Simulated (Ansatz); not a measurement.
We consider fcc Al, described by HSE06 (plane waves, PAW; Ansatz, an electronic-structure program).

Run with plane-wave cutoff 460 eV, 14×14×14 k mesh, Fermi–Dirac smearing 0.05 eV, scalar-relativistic PAW data made under PBE.

Computed at the level's own relaxed cell.

### Question
Predict the volume per atom, bulk modulus B0, lattice constant a and pressure derivative B′ of the bulk modulus.

### Answer

* **volume per atom**: 16.23 Å³/atom
* **bulk modulus B0**: 82.6 GPa
* **lattice constant a**: 4.019 Å
* **pressure derivative B′ of the bulk modulus**: 4.3

Measured, for comparison: equilibrium volume per atom 16.22 Å³/atom, lattice constant a 4.018 Å (static lattice: zero-point anharmonic expansion removed; as tabulated in Mejia-Rodriguez and Trickey (2018), arXiv:1807.09216); bulk modulus 80.8 GPa (corrected for temperature and zero-point phonon effects, our sources range from 77.1 to 82.0; as tabulated in Levämäki et al. (2014), arXiv:1402.3671). Computed (rounded) less measured: equilibrium volume per atom +0.1 %, bulk modulus +2 % (+0.7 % to +7 % over the range), lattice constant a 0.0 %.

It cost about 5 core-minutes (a rough figure) of CPU time.
